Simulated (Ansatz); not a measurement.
in.yaml

```yaml
crystal:
  periodic: [false, false, false]
  atoms:
    - {symbol: Ge, position_ang: [0.000000, -0.030940, 0.697355]}
    - {symbol: N, position_ang: [0.000000, 0.477061, -1.200315]}
    - {symbol: O, position_ang: [0.000000, -0.277170, -2.115293]}
basis:
  gaussian: {orbitals: STO-3G}
magnetization: {spin_polarized: false, initial_magnetization: 1}
correlation: {active_space: {window: {electrons: 1, orbitals: 2}}}
```

```sh
$ ansatz run in.yaml --threads 1 --pin off --events-out ev --progress --plain --max-ram 2393MiB
```

Log:

```
316 factors; integrals over basis functions are off by at most 2.9e-5 eV
mean field evaluation 1: about -59294.9184 eV, gradient 1.9e1 eV
mean field evaluation 2: about -59295.0184 eV, gradient 1.9e1 eV
mean field evaluation 4: about -59297.8780 eV, gradient 4.4e0 eV
mean field evaluation 8: about -59298.4983 eV, gradient 4.2e-1 eV
mean field evaluation 16: about -59294.7325 eV, gradient 1.5e1 eV
mean field evaluation 32: about -59298.1067 eV, gradient 3.6e-1 eV
mean field evaluation 64: about -59298.5019 eV, gradient 3.7e-2 eV
mean field -59298.50196459 eV, -2179.1797532306 hartree, gradient 2.8e-6 eV, S^2 0.750000; 9 other end points of the search recorded, 0 dependent functions left out
reference -59298.50196459 eV, -2179.1797532306 hartree; 24, 23 occupied and 4, 5 virtual orbitals, 316 factors
state -59298.50196459 eV, -2179.1797532306 hartree
Total energy: -59298.50196459 eV, -2179.1797532306 hartree
```

Natural occupations: 1.0000 0.0000.

Ran on 1 thread of Intel Xeon, shared host: 6.5 s wall, 0.24 GiB peak host memory.
